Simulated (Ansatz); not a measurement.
# C₃H₅+ (SMILES C=C[CH2+]): functionals against CCSD(T) at one geometry

The atoms stand at a structure displaced at random from a GFN2-xTB minimum. How far do the functionals agree with CCSD(T) there?

Computed with Ansatz 0.2.0, Gaussian basis. Level: single points in def2-TZVPP.

Cores are frozen in the correlated methods. B3LYP uses VWN-RPA correlation.

### Step 1. Where the work starts

SMILES `C=C[CH2+]`, 8 atoms, charge 1, spin multiplicity 1.

Atoms are counted from 1 here; the program's logs count them from 0.

Bond lengths: C1–C2 1.474 Å, C1–H4 1.102 Å, C1–H5 1.098 Å, C2–C3 1.503 Å, C2–H6 1.223 Å, C3–H7 1.075 Å, C3–H8 1.084 Å. Angles: C2–C1–H4 125.5°, C2–C1–H5 129.0°, H4–C1–H5 104.8°, C1–C2–C3 116.3°, C1–C2–H6 118.1°, C3–C2–H6 124.3°, C2–C3–H7 118.2°, C2–C3–H8 108.9°, H7–C3–H8 129.7°.

Geometry (Å):

```xyz
8
C3H5
C    -0.44160    0.96070   -0.73380
C     0.36010    0.26340    0.28790
C     0.09490   -1.20680    0.45310
H    -1.15720    0.48180   -1.42220
H    -0.59980    2.03860   -0.87120
H     1.00080    0.94060    1.07970
H    -0.38980   -1.72850   -0.35170
H     0.72940   -1.59090    1.24420
```

### Step 2. CCSD(T)/def2-TZVPP

The input, run/in.yaml:

```yaml
crystal:
  periodic: [false, false, false]
  atoms:
    - {symbol: C, position_ang: [-0.441600, 0.960700, -0.733800]}
    - {symbol: C, position_ang: [0.360100, 0.263400, 0.287900]}
    - {symbol: C, position_ang: [0.094900, -1.206800, 0.453100]}
    - {symbol: H, position_ang: [-1.157200, 0.481800, -1.422200]}
    - {symbol: H, position_ang: [-0.599800, 2.038600, -0.871200]}
    - {symbol: H, position_ang: [1.000800, 0.940600, 1.079700]}
    - {symbol: H, position_ang: [-0.389800, -1.728500, -0.351700]}
    - {symbol: H, position_ang: [0.729400, -1.590900, 1.244200]}
basis:
  gaussian: {orbitals: def2-TZVPP}
total_charge: 1
correlation: {method: ccsd_t}
output: {forces: true}
```

No record of the launch command was kept for these runs.

### Step 3. PBE0-D4/def2-TZVPP

run/in.yaml, as its differences from that of step 2:

```diff
@@ -14,3 +14,3 @@
 total_charge: 1
-correlation: {method: ccsd_t}
-output: {forces: true}
+hamiltonian: {xc: pbe0, dispersion: d4}
+output: {forces: true, orbitals: {seedname: orbitals}}
```

### Step 4. wB97M-V/def2-TZVPP

run/in.yaml, as its differences from that of step 3:

```diff
@@ -14,3 +14,3 @@
 total_charge: 1
-hamiltonian: {xc: pbe0, dispersion: d4}
-output: {forces: true, orbitals: {seedname: orbitals}}
+hamiltonian: {xc: {name: wB97M-V}}
+output: {forces: true}
```

### Step 5. r2SCAN-D4/def2-TZVPP

run/in.yaml, as its differences from that of step 4:

```diff
@@ -14,3 +14,3 @@
 total_charge: 1
-hamiltonian: {xc: {name: wB97M-V}}
+hamiltonian: {xc: r2scan, dispersion: d4}
 output: {forces: true}
```

### Step 6. PBE-D4/def2-TZVPP

run/in.yaml, as its differences from that of step 5:

```diff
@@ -14,3 +14,3 @@
 total_charge: 1
-hamiltonian: {xc: r2scan, dispersion: d4}
+hamiltonian: {xc: pbe, dispersion: d4}
 output: {forces: true}
```

### Step 7. B3LYP-D4/def2-TZVPP

run/in.yaml, as its differences from that of step 6:

```diff
@@ -14,3 +14,3 @@
 total_charge: 1
-hamiltonian: {xc: pbe, dispersion: d4}
+hamiltonian: {xc: {name: B3LYP}, dispersion: d4}
 output: {forces: true}
```

### Step 8. B97M-V/def2-TZVPP

run/in.yaml, as its differences from that of step 7:

```diff
@@ -14,3 +14,3 @@
 total_charge: 1
-hamiltonian: {xc: {name: B3LYP}, dispersion: d4}
+hamiltonian: {xc: {name: B97M-V}}
 output: {forces: true}
```

(Steps that only read results are left out.)

Before running it: what results should come out? Wanted: energy less free atoms, CCSD(T)/def2-TZVPP; RMS force component; RMS force error; HOMO and LUMO, PBE0-D4; T1 diagnostic.

The runs gave:

```
                                  quantity                                                                                           value
energy less free atoms, CCSD(T)/def2-TZVPP                                                                                  -2251.1 kJ/mol
                       RMS force component                                                            1.517 to 1.671 eV/Å over the methods
                           RMS force error  PBE0-D4 0.172, wB97M-V 0.182, r2SCAN-D4 0.099, PBE-D4 0.147, B3LYP-D4 0.104, B97M-V 0.158 eV/Å
                    HOMO and LUMO, PBE0-D4                                                                            -15.17 and -10.32 eV
                             T1 diagnostic                                                                                           0.019
```

In words: Against CCSD(T) the functionals' energies less atoms differ by -160.3 to -73.4 kJ/mol, PBE-D4 by -160.3 kJ/mol. The reference is not at the basis limit: in triple zeta CCSD(T) underbinds, which counts against methods that bind more; the gaps are no ranking. On forces the order runs from r2SCAN-D4 to wB97M-V. Frozen-core CCSD(T) forces in triple zeta carry basis errors of their own, and this is one geometry, so small gaps rank nothing. The restricted Hartree–Fock reference is unstable towards an unrestricted one at one or more of these structures.
